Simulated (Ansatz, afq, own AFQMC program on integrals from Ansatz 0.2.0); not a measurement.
Two steps: Ansatz 0.2.0 writes the Fock matrix and Cholesky factors of the valence space, and afq projects on them the lowest state that overlaps trial and start.

```yaml
crystal:
  periodic: [false, false, false]
  atoms:
    - {symbol: Ge, position_ang: [-0.462995, 0.000000, 0.000000]}
    - {symbol: H, position_ang: [-0.974445, 1.446599, 0.000000]}
    - {symbol: H, position_ang: [-0.974445, -0.723300, 1.252792]}
    - {symbol: H, position_ang: [-0.974445, -0.723299, -1.252792]}
    - {symbol: H, position_ang: [1.466005, 0.000000, 0.000000]}
    - {symbol: N, position_ang: [2.506005, 0.000000, 0.000000]}
basis:
  gaussian: {orbitals: cc-pVTZ}
magnetization: {spin_polarized: true, initial_magnetization: 3}
correlation: {method: ccsd_t, electrons: outside_noble_gas, hamiltonian_folder: ham}
```

```sh
$ ansatz run in.yaml --threads 1 --pin off --events-out ev --progress --plain --max-ram 24576MiB --backend cuda --devices 0, --max-vram 18GiB
```

afq runs on the folder ham with

```
--method phaseless --trial cisd --walkers 600 --populations 10 --least-time 60 --time-step 0.005 --steps-per-block 50 --equilibration-blocks 28 --max-blocks 4000 --target-error 0.00021 --factor-cut 1e-05 --start spin_pure --seed 7251 --release-times 0.24,0.51,0.99,1.62,2.4 --release-step 0.03 --release-every 3 --taylor-order 6
```

Times are imaginary, in 1/Eh. The walk had a cap of 230 s. With eight or more populations the least sampling time is a fifth of least-time, and the error comes from their spread. Filled inner d shells are frozen with the cores.

Output of the walk:

```
orbitals 114  electrons 8 5  factors 721 of 765
reference energy -2132.06529433 Eh
CCSD correlation -0.30175213 Eh in 11 cycles, weight of the determinant in the CISD state 0.8768
energy of the start -2132.366067 Eh
 block  time / (1/Eh)  mean weight  energy / Eh
     1     0.250  0.9993  -2132.362990
     2     0.500  0.9997  -2132.365906
     3     0.750  1.0000  -2132.368107
     4     1.000  0.9987  -2132.371114
     5     1.250  0.9999  -2132.373229
     9     2.250  0.9996  -2132.374791
    15     3.750  0.9989  -2132.375588
    23     5.750  0.9998  -2132.378902
    31     7.750  1.0006  -2132.377772
    39     9.750  1.0002  -2132.375980
    47    11.750  0.9995  -2132.375020
    55    13.750  1.0000  -2132.375961
    57    14.250  0.9996  -2132.374521
    63    15.750  0.9999  -2132.378657
    71    17.750  0.9987  -2132.376697
    79    19.750  0.9995  -2132.375097
    87    21.750  0.9994  -2132.376375
    95    23.750  1.0007  -2132.375802
   103    25.750  0.9990  -2132.376999
   111    27.750  0.9998  -2132.376253
   117    29.250  0.9991  -2132.375250
error from the spread of 10 populations
released: time / (1/Eh)  energy / Eh  error  mean overlap
  0.24  -2132.376403  0.000132  1.0012
  0.51  -2132.376515  0.000200  0.9999
  0.99  -2132.376755  0.000161  0.9888
  1.62  -2132.376710  0.000150  0.9789
  2.40  -2132.377364  0.000404  0.9597
energy -2132.376398 +/- 0.000190 Eh
(rows thinned)
```

The run passed its tests (sampling time, drift between the halves within three errors, error under three times the target), which doesn't prove that it has relaxed.

Against this walk (error 5.2 meV) on the same determinant: CCSD(T) 27.5 meV higher. The error is statistical and leaves out the bias of the constraint. Released to 1.62 1/Eh the energy moves by -8 ± 7 meV (both errors), within twice the noise.

Cautions: constraint bias not in the error; no relativity below Rb; no spin-orbit coupling; inner d shell frozen; lower spins were not checked.

The walk took 3.4 min on 1 × NVIDIA H100 80GB HBM3 with 2 threads of AMD EPYC 7R13 Processor (Zen 3), with other jobs on the host (the card was shared). The log's last line is the phaseless energy.

A walk keeps the symmetry of its determinant, which the program's search chose and which needn't be the lowest solution, so a lower state of the same spin and another symmetry isn't excluded.
